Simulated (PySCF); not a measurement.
BH6N.
Atom-mapped SMILES: `[BH3-:1][NH3+:2]` (hydrogens: H3, H4, H5 on B1; H6, H7, H8 on N2)

Computed with EOM-IP-CCSD/aug-cc-pVDZ in PySCF, restricted Hartree–Fock reference, 2 core orbitals frozen, non-relativistic, gas phase, PBE0-D3(BJ)/def2-SVP geometry.

The vertical ionisation energies are 10.60 (×2), 12.87, 17.62, 18.67 (×2) eV (×n: degenerate).

Task: Which Hartree–Fock orbital leads each hole, and what is its Koopmans value −ε?

Result: 
| leading hole (HF orbital) | Koopmans (eV) | EOM-IP-CCSD (eV) | change (eV) | one-hole share |
| --- | --- | --- | --- | --- |
| HOMO/HOMO-1 | 11.15 | 10.60 | -0.55 | 0.96 |
| HOMO-2 | 13.92 | 12.87 | -1.05 | 0.95 |
| HOMO-3 | 19.40 | 17.62 | -1.78 | 0.90 |
| HOMO-4/HOMO-5 | 19.72 | 18.67 | -1.05 | 0.96 |

Task: Does the order of the lines follow the orbital energies?

Result: Yes, no two lines change places. The corrections run from -1.78 to -0.55 eV, with a mean of -1.11 eV over the 4 lines; no line lies above its Koopmans value. Koopmans values leave out both the relaxation of the orbitals and the change in correlation energy.

Task: At what kinetic energies would He I light (21.22 eV) eject these electrons?

Result: 10.62 eV (HOMO/HOMO-1), 8.35 eV (HOMO-2), 3.60 eV (HOMO-3), 2.55 eV (HOMO-4/HOMO-5).

One root was sought for each valence orbital with −ε under 21 eV, eight at most, so deeper holes and satellites are missing; no vibrational structure.
